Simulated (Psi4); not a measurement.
# Two attempts at BH3O− (SMILES [BH2-]O)

Wanted: a geometry optimisation of BH3O−, OREMP2/3-21G (density fitting, density fitting for correlation).

The results are computed with Psi4 1.11.

4 further runs of the same task are left out: 1 that didn't finish, 3 set aside as unsound or not needed.

### Step 1. The molecule

BH3O−: 5 atoms, total charge -1, spin state doublet. SMILES: `[BH2-]O`. Geometry: relaxed at GFN2-xTB. The run starts from this shape.

Bond lengths: B1–O2 1.527 Å, B1–H3 1.267 Å, B1–H4 1.267 Å, O2–H5 0.963 Å. Angles: B1–O2–H5 108.2°, O2–B1–H3 111.7°, O2–B1–H4 111.8°, H3–B1–H4 109.5°.

### Step 2. Try one

The input, bh3o.py:

```python
import psi4

psi4.set_memory('1600 MB')
psi4.set_num_threads(1)
psi4.core.set_output_file('bh3o.out', False)

m = psi4.geometry("""
-1 2
B     -1.05550653    -0.44257386     0.34075541
O      0.48210693     1.99303745     0.52953905
H      0.06364598    -2.28152304     1.38902429
H     -1.55592490    -1.00180051    -1.93254732
H      2.06567852     1.73285996    -0.32679034
units bohr
symmetry c1
""")

options = {'basis': '3-21G', 'reference': 'uhf', 'scf_type': 'df', 'freeze_core': True, 'cc_type': 'df', 'geom_maxiter': 60, 'maxiter': 4}
psi4.set_options(options)

e = psi4.optimize("oremp2")
print(f'total energy {e:.8f} hartree = {e * 27.211386:.5f} eV')
m.save_xyz_file('final.xyz', False)
```

Started as:

```bash
$ python bh3o.py
```

bh3o.out:

```text
gradient() will perform analytic gradient computation.
    For method 'OREMP2', SCF Algorithm Type (re)set to DISK_DF.

   => Loading Basis Set <=

    Name: 3-21G
    Role: ORBITAL
    Keyword: BASIS

         ---------------------------------------------------------
                                   SCF
                              UHF Reference
                        1 Threads,   1525 MiB Core
         ---------------------------------------------------------

  ==> Geometry <==

    Molecular point group: c1
    Full point group: C1

    Geometry (in Bohr), charge = -1, multiplicity = 2:

       Center              X                  Y                   Z               Mass
    ------------   -----------------  -----------------  -----------------  -----------------
         B           -0.944567344139    -1.289906197533    -0.037038777175    11.009305360000
         O            0.593046115861     1.145705112467     0.151744862825    15.994914619570
         H            0.174585165861    -3.128855377533     1.011230102825     1.007825032230
         H           -1.444985714139    -1.849132847533    -2.310341507175     1.007825032230
         H            2.176617705861     0.885527622467    -0.704584527175     1.007825032230

  Running in c1 symmetry.

  Rotational constants: A =      4.84986  B =      0.79882  C =      0.76822 [cm^-1]
  Rotational constants: A = 145394.99777  B =  23948.00443  C =  23030.80570 [MHz]
  Nuclear repulsion =   28.051313144865258

  Charge       = -1
  Multiplicity = 2
  Electrons    = 17
  Nalpha       = 9
  Nbeta        = 8

  ==> Algorithm <==

  SCF Algorithm Type is DISK_DF.
  DIIS enabled.
  MOM disabled.
  Fractional occupation disabled.
  Guess Type is SAD.
  Energy threshold   = 1.00e-10
  Density threshold  = 1.00e-10
  Integral threshold = 1.00e-12

  ==> Primary Basis <==

  Basis Set: 3-21G
    Blend: 3-21G
    Number of shells: 16
    Number of basis functions: 24
    Number of Cartesian functions: 24
    Spherical Harmonics?: false
    Max angular momentum: 1

   => Loading Basis Set <=

    Name: (3-21G AUX)
    Role: JKFIT
    Keyword: DF_BASIS_SCF

  ==> Integral Setup <==

  ==> DiskDFJK: Density-Fitted J/K Matrices <==

    J tasked:                  Yes
    K tasked:                  Yes
    wK tasked:                  No
    Integrals threads:           1
    Memory [MiB]:             1144
    Algorithm:                Core
    Integral Cache:           SAVE
    Schwarz Cutoff:          1E-12
    Fitting Condition:       1E-10

   => Auxiliary Basis Set <=

  Basis Set: (3-21G AUX)
    Blend: DEF2-UNIVERSAL-JKFIT
    Number of shells: 68
    Number of basis functions: 242
    Number of Cartesian functions: 242
    Spherical Harmonics?: false
    Max angular momentum: 4

  Minimum eigenvalue in the overlap matrix is 3.2267369543E-02.
  Reciprocal condition number of the overlap matrix is 9.1675276524E-03.
    Using symmetric orthogonalization.

  ==> Pre-Iterations <==

  SCF Guess: Superposition of Atomic Densities via on-the-fly atomic UHF (no occupation information).

   -------------------------
    Irrep   Nso     Nmo
   -------------------------
     A         24      24
   -------------------------
    Total      24      24
   -------------------------

  ==> Iterations <==

                           Total Energy        Delta E     RMS |[F,P]|

   @DF-UHF iter SAD:   -99.69343737509088   -9.96934e+01   0.00000e+00
   @DF-UHF iter   1:  -100.58354380686973   -8.90106e-01   1.69394e-02 ADIIS/DIIS
   @DF-UHF iter   2:  -100.64675840949674   -6.32146e-02   9.47606e-03 ADIIS/DIIS
   @DF-UHF iter   3:  -100.66270568460276   -1.59473e-02   1.18544e-03 ADIIS/DIIS
   @DF-UHF iter   4:  -100.66346696248519   -7.61278e-04   3.90616e-04 ADIIS/DIIS

PsiException: Could not converge SCF iterations in 4 iterations.

  Failed to converge.
```

The script printed:

```text
Some dependencies such as QCElemental have not yet finished migration to pydantic v2. If issues are encountered please downgrade pydantic or upgrade QCElemental as appropriate
Traceback (most recent call last):
  File "bh3o.py", line 21, in <module>
    e = psi4.optimize("oremp2")
psi4.driver.p4util.exceptions.SCFConvergenceError: Could not converge SCF iterations in 4 iterations.
```

Run time: 3.3 s. Hardware: 1 thread of Intel Xeon Platinum 8259CL at 2.50GHz (Skylake/Cascade Lake), shared host; peak memory 0.2 GiB.

### Step 3. What went wrong

The iterations ended before the threshold was met.

The telling line is `psi4.driver.p4util.exceptions.SCFConvergenceError: Could not converge SCF iterations in 4 iterations.`. The fault: the iteration cap is too low for convergence. To mend it: iteration cap at its default in place of 4.

### Step 4. Second attempt

The input, calc.py:

```python
import psi4

psi4.set_memory(1600000000)
psi4.set_num_threads(1)
psi4.set_output_file('psi4.out', False)

m = psi4.geometry("""
-1 2
B     -1.05550653    -0.44257386     0.34075541
O      0.48210693     1.99303745     0.52953905
H      0.06364598    -2.28152304     1.38902429
H     -1.55592490    -1.00180051    -1.93254732
H      2.06567852     1.73285996    -0.32679034
units bohr
symmetry c1
""")

psi4.set_options({
    'basis': '3-21G',
    'reference': 'uhf',
    'scf_type': 'df',
    'freeze_core': True,
    'cc_type': 'df',
    'geom_maxiter': 60,
})

e = psi4.optimize('oremp2')
print('E =', round(e, 9))
print(m.to_string(dtype='xyz', units='Angstrom'))
```

Started as:

```bash
$ python calc.py
```

psi4.out (excerpt; [...] marks lines left out):

```text
[...]
  Running in c1 symmetry.
[...]
  Nuclear repulsion =   28.051313144865258
[...]
  Multiplicity = 2
[...]
  Nalpha       = 9
  Nbeta        = 8
[...]
    Number of basis functions: 24
[...]
   @DF-UHF iter   1:  -100.58354380686973   -8.90106e-01   1.69394e-02 DIIS/ADIIS
[...]
	Warning: cc_lambda option is changed to TRUE
	For this residual convergence, default PCG convergence is:     1.00e-07
[...]
	DF-SCS-MP2 Total Energy (a.u.)     :  -100.83602316015342
	DF-SOS-MP2 Total Energy (a.u.)     :  -100.83668076032215
[...]
	Warning: cc_lambda option is changed to TRUE
	For this residual convergence, default PCG convergence is:     1.00e-07
[...]
	Warning: cc_lambda option is changed to TRUE
	For this residual convergence, default PCG convergence is:     1.00e-07
[...]
   @DF-UHF iter  12:  -100.66471860658756   -4.26326e-14   7.99188e-11 DIIS
[...]
   @S^2 Observed:                7.573530727E-01
[...]
  @DF-UHF Final Energy:  -100.66471860658756
   => Energetics <=
    Nuclear Repulsion Energy =             27.8427092651847694
    One-Electron Energy =                -197.2938668625222363
    Two-Electron Energy =                  68.7864389907499145
    Total Energy =                       -100.6647186065875559
  UHF NO Occupations:
  HONO-2 :    7  A 1.9992245
  HONO-1 :    8  A 1.9978319
[...]
 Multipole Moments:
 ------------------------------------------------------------------------------------
     Multipole            Electronic (a.u.)      Nuclear  (a.u.)        Total (a.u.)
 ------------------------------------------------------------------------------------
 L = 1.  Multiply by 2.5417464519 to convert [e a0] to [Debye]
 Dipole X            :          0.4015785            0.7311510            1.1327295
 Dipole Y            :          2.1786859           -1.3099115            0.8687744
 Dipole Z            :          0.6455200           -0.8599457           -0.2144258
 Magnitude           :                                                    1.4435455
[...]
	Warning: cc_lambda option is changed to TRUE
	For this residual convergence, default PCG convergence is:     1.00e-07
[...]
	DF-SCS-MP2 Total Energy (a.u.)     :  -100.84020809059444
	DF-SOS-MP2 Total Energy (a.u.)     :  -100.84085639759084
	DF-SCSN-MP2 Total Energy (a.u.)    :  -100.73283458691566
[...]
	DF-MP2 Total Energy (a.u.)         :  -100.83891147660168
[...]
```

Standard output:

```text
Optimizer: Optimization complete!
E = -100.85376849
5
-1 2 BH3O
B                    -0.440962827949    -0.710266817667    -0.059950858010
O                     0.282728521549     0.622645559465     0.102938682681
H                     0.010223508614    -1.680441138947     0.577936278279
H                    -0.853159829915    -0.994289365265    -1.200629330933
H                     1.172830749374     0.551724813043    -0.356125796413
```

It took 43 s on 1 thread of Intel Xeon Platinum 8259CL at 2.50GHz (Skylake/Cascade Lake), shared host; peak memory 0.62 GiB.

Steps, from the record of the run:

```
step  energy from the first frame kept (eV)  largest force (eV/Å)
   0                                 0.0000                2.0779
   1                                -0.1087                0.5006
   2                                -0.1212                0.1059
   3                                -0.1217                0.0292
   4                                -0.1217                0.0117
   5                                -0.1217                0.0018
```

After the run. Bond lengths: B1–O2 1.525 Å, B1–H3 1.246 Å, B1–H4 1.246 Å, O2–H5 1.004 Å. Angles: B1–O2–H5 108.1°, O2–B1–H3 117.0°, O2–B1–H4 117.0°, H3–B1–H4 114.3°.

### Step 5. Results

Level: OREMP2/3-21G (density fitting, density fitting for correlation).

```
                                                  quantity          value
                                   total energy at the end  -100.85377 Eh
HOMO energy (Hartree–Fock orbitals) (highest over α and β)        0.34 eV
 LUMO energy (Hartree–Fock orbitals) (lowest over α and β)       11.70 eV
               correlation energy (2 core orbitals frozen)     -189.0 mEh
                         ⟨S²⟩ of the reference determinant          0.757
```

The optimisation took 6 steps and changed the energy by -0.122 eV. The HOMO lies at positive energy, 0.34 eV: the electron is unbound at this level or held by a compact basis; values depend on the basis.
